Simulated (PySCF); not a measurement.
Calculation: PBE-D3(BJ)/def2-TZVP // B3LYP-D3(BJ)/def2-TZVP in PySCF. Gas-phase values, no solvent. 

Reference species (SMILES): `B(F)(F)F` (neutral, multiplicity 1).

HOMO–LUMO gap: 9.61 eV
S1 oscillator strength: 0.000

Changed species: `NB(N)N` (3 of 3 F replaced by NH2; the reference has 0 of 3 F replaced by NH2).

Give the shifts of the HOMO–LUMO gap and S1 oscillator strength.

the HOMO–LUMO gap drops by 4.44 eV, to 5.17 eV; the S1 oscillator strength stays essentially unchanged.
